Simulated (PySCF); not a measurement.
# AlO (oxoaluminum) at UM06-2X/def2-TZVPPD

Aim: the vertical ionisation energy of AlO (oxoaluminum) at UM06-2X/def2-TZVPPD, from 2 runs. 

Program for the calculation: PySCF 2.14.0.

2 further runs of the same task are left out: 2 set aside as unsound or not needed.

**1. Starting point**

AlO has 2 atoms, charge 0, and is taken as a doublet. SMILES: `[O]=[Al]`. Geometry: a GFN2-xTB relaxation, a rough one for these elements and not checked as a minimum.

Bond lengths: O1–Al2 1.570 Å.

**2. The energy at UM06-2X/def2-TZVPPD**

File calc.py:

```python
from pyscf import gto, dft

mol = gto.M(
    atom=[
    ('O', (0.000000, 0.000000, 0.000000)),
    ('Al', (0.000000, 0.000000, 1.570050)),
],
    max_memory=1860,
    verbose=3,
    charge=0,
    spin=1,
    basis='def2-tzvppd',
)

calc0 = dft.UKS(mol, xc='m06-2x')
calc0.conv_tol = 1e-10
calc0.grids.level = 5
calc0.kernel()
if not calc0.converged:
    calc0 = calc0.newton().run(calc0.mo_coeff, calc0.mo_occ)

energy = calc0.e_tot
print(f'total energy: {energy:.8f} hartree')
```

Started as:

```console
$ OMP_NUM_THREADS=1 python calc.py
```

Output:

```text
WARN: HOMO -0.249160327061958 >= LUMO -0.249160327061979

WARN: HOMO -0.0708570938439266 >= LUMO -0.106968572232731

converged SCF energy = -317.599669025229  <S^2> = 0.75978427  2S+1 = 2.0097605
total energy: -317.59966903 hartree
```

It took 31 s on 1 thread of Arm Neoverse V1, shared host; peak memory 0.46 GiB.

**3. The singlet cation at the same level**

File job.py:

```python
from pyscf import gto, dft

mol = gto.Mole()
mol.atom = [
    ('O', (0.000000, 0.000000, 0.000000)),
    ('Al', (0.000000, 0.000000, 1.570050)),
]
mol.basis = 'def2-tzvppd'
mol.spin = 0
mol.verbose = 4
mol.max_memory = 1860
mol.charge = 1
mol.build()

ks = dft.RKS(mol)
ks.xc = 'm06-2x'
ks.conv_tol = 1e-10
ks.grids.level = 5
ks.kernel()
if not ks.converged:
    ks = ks.newton().run(ks.mo_coeff, ks.mo_occ)

e_final = ks.e_tot
print('E = %.10f Eh' % e_final)
```

Started as:

```console
$ OMP_NUM_THREADS=1 python job.py
```

Output:

```text
PySCF version 2.14.0

[INPUT] num. atoms = 2
[INPUT] num. electrons = 20
[INPUT] charge = 1
[INPUT] spin (= nelec alpha-beta = 2S) = 0
[INPUT] symmetry False subgroup None
[INPUT] Mole.unit = angstrom
[INPUT] Symbol           X                Y                Z      unit          X                Y                Z       unit  Magmom
[INPUT]  1 O      0.000000000000   0.000000000000   0.000000000000 AA    0.000000000000   0.000000000000   0.000000000000 Bohr   0.0
[INPUT]  2 Al     0.000000000000   0.000000000000   1.570050000000 AA    0.000000000000   0.000000000000   2.966964501873 Bohr   0.0

nuclear repulsion = 35.0526607023216
number of shells = 30
number of NR pGTOs = 124
number of NR cGTOs = 88
basis = def2-tzvppd
ecp = {}

******** <class 'pyscf.dft.rks.RKS'> ********
method = RKS
initial guess = minao
damping factor = 0
level_shift factor = 0
DIIS = <class 'pyscf.scf.diis.CDIIS'>
diis_start_cycle = 1
diis_space = 8
diis_damp = 0
SCF conv_tol = 1e-10
SCF conv_tol_grad = None
SCF max_cycles = 50
direct_scf = True
direct_scf_tol = 1e-13
XC library pyscf.dft.libxc version 7.0.0
    S. Lehtola, C. Steigemann, M. J.T. Oliveira, and M. A.L. Marques.,  SoftwareX 7, 1–5 (2018)
XC functionals = m06-2x
    Y. Zhao and D. G. Truhlar.,  Theor. Chem. Acc. 120, 215 (2008)
    Y. Zhao and D. G. Truhlar.,  Theor. Chem. Acc. 120, 215 (2008)
radial grids:
    Treutler-Ahlrichs [JCP 102, 346 (1995); DOI:10.1063/1.469408] (M4) radial grids

becke partition: Becke, JCP 88, 2547 (1988); DOI:10.1063/1.454033
pruning grids: <function nwchem_prune>
grids dens level: 5
symmetrized grids: False
atomic radii adjust function: <function treutler_atomic_radii_adjust>
small_rho_cutoff = 0
Set gradient conv threshold to 1e-05
Initial guess from minao.
tot grids = 86032
init E= -317.553929228641
  HOMO = -0.476670666147825  LUMO = -0.249160327062135  gap/eV = 6.19087
cycle= 1 E= -316.947478498098  delta_E= 0.606  |g|=    1  |ddm|= 1.81
  HOMO = -0.396810774910944  LUMO = -0.322156100235986  gap/eV = 2.03146
cycle= 2 E= -313.410237010141  delta_E= 3.54  |g|= 3.47  |ddm|= 2.94
  HOMO = -0.611111313027926  LUMO = -0.442332592010288  gap/eV = 4.59270
cycle= 3 E= -317.203804465057  delta_E= -3.79  |g|= 0.143  |ddm|= 2.39
  HOMO = -0.606497243996189  LUMO = -0.453729637801715  gap/eV = 4.15702
cycle= 4 E= -317.210894838971  delta_E= -0.00709  |g|= 0.155  |ddm|= 0.422
  HOMO = -0.622875741020323  LUMO = -0.443995742198695  gap/eV = 4.86757
cycle= 5 E= -317.214265315715  delta_E= -0.00337  |g|= 0.099  |ddm|= 0.193
  HOMO = -0.631926667480755  LUMO = -0.439040350891077  gap/eV = 5.24870
cycle= 6 E= -317.216214011548  delta_E= -0.00195  |g|= 0.0403  |ddm|= 0.0829
  HOMO = -0.637428851245187  LUMO = -0.439329209151616  gap/eV = 5.39057
cycle= 7 E= -317.216567662982  delta_E= -0.000354  |g|= 0.00765  |ddm|= 0.0214
  HOMO = -0.63856295707521  LUMO = -0.439056287723616  gap/eV = 5.42885
cycle= 8 E= -317.21658086923  delta_E= -1.32e-05  |g|= 0.000249  |ddm|= 0.00574
  HOMO = -0.638631731132962  LUMO = -0.438984013837128  gap/eV = 5.43269
cycle= 9 E= -317.216580888877  delta_E= -1.96e-08  |g|= 0.000143  |ddm|= 0.000696
  HOMO = -0.638610939255453  LUMO = -0.438978879823821  gap/eV = 5.43227
cycle= 10 E= -317.216580892364  delta_E= -3.49e-09  |g|= 4.73e-05  |ddm|= 0.000169
  HOMO = -0.638617343463398  LUMO = -0.438975967420149  gap/eV = 5.43252
cycle= 11 E= -317.216580893002  delta_E= -6.39e-10  |g|= 4.34e-06  |ddm|= 5.55e-05
  HOMO = -0.638618466651587  LUMO = -0.43897584538356  gap/eV = 5.43255
cycle= 12 E= -317.216580893013  delta_E= -1.09e-11  |g|= 6.87e-07  |ddm|= 1.43e-05
  HOMO = -0.638618732204107  LUMO = -0.43897582180572  gap/eV = 5.43256
Extra cycle  E= -317.216580893013  delta_E= -2.27e-13  |g|= 1.43e-06  |ddm|= 1.35e-06
converged SCF energy = -317.216580893013
E = -317.2165808930 Eh
```

Wall time 13 s (1 thread of Arm Neoverse V1, shared host); peak memory 0.45 GiB.

**4. Summary of results**

At UM06-2X/def2-TZVPPD:

```
                                          quantity          value
                         doublet AlO: total energy  -317.59967 Eh
                        doublet AlO: dipole moment         5.00 D
   doublet AlO: HOMO energy (highest over α and β)       -8.81 eV
    doublet AlO: LUMO energy (lowest over α and β)       -3.65 eV
                                 doublet AlO: ⟨S²⟩          0.760
                      singlet cation: total energy  -317.21658 Eh
                       singlet cation: HOMO energy      -17.38 eV
                       singlet cation: LUMO energy      -11.95 eV
                     singlet cation: HOMO–LUMO gap        5.43 eV
vertical ionisation energy (to the singlet cation)      10.424 eV
```

What this shows: The vertical ionisation energy comes to 10.42 eV (240 kcal/mol). Only the singlet of the ionised species was computed; a triplet could lie lower.
